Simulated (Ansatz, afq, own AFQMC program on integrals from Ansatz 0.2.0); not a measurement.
AFQMC on a folder of integrals that Ansatz 0.2.0 wrote.

```yaml
crystal:
  periodic: [false, false, false]
  atoms:
    - {symbol: Al, position_ang: [0.000000, 0.000000, 0.000000]}
    - {symbol: H, position_ang: [0.000000, 0.000000, 2.970000]}
basis:
  gaussian: {orbitals: cc-pVTZ}
magnetization: {spin_polarized: true, initial_magnetization: 2}
correlation: {method: ccsd_t, electrons: outside_noble_gas, hamiltonian_folder: ham}
```

```sh
$ ansatz run in.yaml --threads 1 --pin off --events-out ev --progress --plain --max-ram 24576MiB --backend cuda --devices 0, --max-vram 18GiB
```

Options of the walk:

```
--method phaseless --trial hf --walkers 4000 --populations 20 --least-time 40 --time-step 0.005 --steps-per-block 20 --equilibration-blocks 160 --max-blocks 4000 --target-error 0.0012000 --factor-cut 1e-05 --start spin_pure --seed 7556 --taylor-order 6
```

Times are imaginary, in 1/Eh. The walk had a cap of 52 s. With eight or more populations the least sampling time is a fifth of least-time, and the error comes from their spread.

Output of the walk:

```
orbitals 43  electrons 3 1  factors 264 of 287
reference energy -242.37879699 Eh
CCSD correlation -0.05245755 Eh in 13 cycles, weight of the determinant in the CISD state 0.9281
energy of the start -242.379101 Eh
 block  time / (1/Eh)  mean weight  energy / Eh
     1     0.100  1.0000  -242.384116
     2     0.200  1.0000  -242.388418
     3     0.300  1.0002  -242.392174
     4     0.400  1.0003  -242.395598
     5     0.500  1.0000  -242.398336
     9     0.900  1.0000  -242.408075
    25     2.500  1.0000  -242.425279
    49     4.900  1.0000  -242.430242
    73     7.300  1.0000  -242.434371
    97     9.700  0.9999  -242.432264
   121    12.100  0.9999  -242.429871
   145    14.500  1.0001  -242.431979
   169    16.900  1.0001  -242.430534
   193    19.300  1.0001  -242.430992
   217    21.700  0.9998  -242.429712
   235    23.500  1.0002  -242.428974
error from the spread of 20 populations
energy -242.429660 +/- 0.000442 Eh
(rows thinned)
```

The run passed its tests (sampling time, drift between the halves within three errors, error under three times the target), which doesn't prove that it has relaxed.

Against this walk (error 12.0 meV) on the same determinant: CCSD(T) 78.4 meV lower, CCSDT(Q) 92.9 meV lower, full CI 93.0 meV lower, a separate phaseless walk with a CISD trial and standard settings 86.2 ± 12.1 meV lower. The error is statistical and leaves out the bias of the constraint. Full CI is exact here, so the walk's 93 meV above it is the walk's own error: the bias of the constraint with this trial. It lies above even CCSD, by 43 meV.

Cautions: constraint bias not in the error; lower spins were not checked.

The walk took 16 s on 1 × NVIDIA H100 80GB HBM3 with 2 threads of AMD EPYC 7R13 Processor (Zen 3), with other jobs on the host (the card was shared). The log's last line is the phaseless energy.

CCSDT and higher add their correlation energy to the determinant of the CCSD(T) run, since their own runs factorise the integrals more tightly (a shift of under 2 meV). A walk keeps the symmetry of its determinant, which the program's search chose and which needn't be the lowest solution, so a lower state of the same spin and another symmetry isn't excluded.
